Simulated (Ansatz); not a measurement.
Coupled-cluster diagnostics for MgS2⁻, Ansatz.

Geometry of the doublet (PBE0-D4/def2-TZVPD):

Cartesian coordinates in Å:
```
Mg -1.2016 -0.2282 0.6582
S 0.0790 0.6970 -1.0796
S 1.1227 -0.4688 0.4214
```

Correlated methods freeze 11 core orbitals; core or outer-core shells of Mg are correlated, in sets that lack core-valence functions. In CCSD on the charge -1 quartet the largest single amplitude is 0.18, so its Hartree–Fock determinant may place the open shell otherwise than the density functionals do. At PBE0-D4/def2-TZVPD a triplet of charge 0 lies 0.21 eV below the restricted singlet at the same geometry. The structure comes from a short search, and lower isomers may exist.

Geometry of the charge -1 quartet (PBE0-D4/def2-TZVPD):

```xyz
3

Mg    1.2531   -0.2160    0.2352
S    -0.3027    1.2056   -0.8353
S    -0.9505   -0.9896    0.6001
```

Q: Estimate the CCSD(T) correlation energy, the shares of MP2 and (T), T1 and the reference's ⟨S²⟩ for: charge -1, doublet, own geometry in def2-TZVPPD; charge -1, quartet, own geometry in def2-TZVPPD; charge 0, singlet, vertical in def2-TZVPPD; and the rough time on 4 threads of Arm Neoverse V1 on a shared host.

A: 
```tsv
state	basis	correlation (eV)	MP2 share (%)	(T) share (%)	T1	⟨S²⟩ (pure)	wall time	remarks
charge -1, doublet, own geometry	def2-TZVPPD	-16.186	90.7	4.2	0.013	0.75 (0.75)	13 s	–
charge -1, quartet, own geometry	def2-TZVPPD	-15.643	87.2	4.4	0.048	3.79 (3.75)	15 s	large T1 (0.048)
charge 0, singlet, vertical	def2-TZVPPD	-16.125	90.6	4.3	0.016	0.00 (0.00)	3.8 s	–
```
Customary marks for T1 are 0.02 (closed shells), 0.045 (open shells) and about 0.05 (3d metals). T1 exceeds 0.02 in 1 of 3 rows and 0.045 in 1; the higher it lies, the less the single-reference result can be trusted.
